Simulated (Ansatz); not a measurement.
`CN=C=C=O` → 3 C• + 3 H• + N• + O•  (atomization)

Computed with Ansatz on PBE0-D4/def2-TZVP structures; ΔE is electronic, products minus reactants. CCSD(T)/CBS adds triple-zeta CCSD(T) − MP2 to the extrapolated MP2 energy (def2 sets, frozen cores). This one scheme is used for every species, atoms too. DFT in def2-TZVPP. B3LYP here is the variant with VWN-RPA as its local correlation; programs differ in this. No spin–orbit coupling; open shells (•) take unrestricted orbitals. Spin–orbit coupling would lower the free atoms: a little for C, O.

`CN=C=C=O`:

Z-matrix (Å, degrees):
```
C
N 1 1.442
H 1 1.094 2 114.0
H 1 1.094 2 107.9 3 -122.8
H 1 1.094 2 107.9 3 122.8
C 2 1.252 1 117.9 3 -0.0
C 6 1.342 2 138.0 1 -180.0
O 7 1.161 6 157.4 2 180.0
```

| level | ΔE (kcal/mol) |
| --- | --- |
| PBE-D4 | 873.7 |
| B3LYP | 825.3 |
| r2SCAN0 | 800.7 |
| MP2/def2-SVP | 802.9 |

Q: What does CCSD(T)/CBS give? (Best estimate.)

A: Ansatz gave: +819.2 kcal/mol. The listed levels differ from it by 54.5, 6.1, -18.5, -16.3 kcal/mol.

Largest T1 diagnostic among the species: 0.018.

From r2SCAN to r2SCAN0 (25 % exact exchange), in def2-TZVPP and without D4, ΔE moves by −30.3 kcal/mol: exact exchange takes away binding that semilocal exchange gives to molecules. At CCSD(T), def2-SVP lies −38.2 kcal/mol from the extrapolated value and def2-TZVPP −24.4 kcal/mol: correlation converges slowly with the basis, and small sets miss more of it in the bonded molecule than in its fragments.

For atomizations the MP2-based limit and the directly extrapolated one differ by several kJ/mol either way, and by 10 to 25 for some Ge, Se and Sn compounds, so smaller differences from it don't rank the levels.
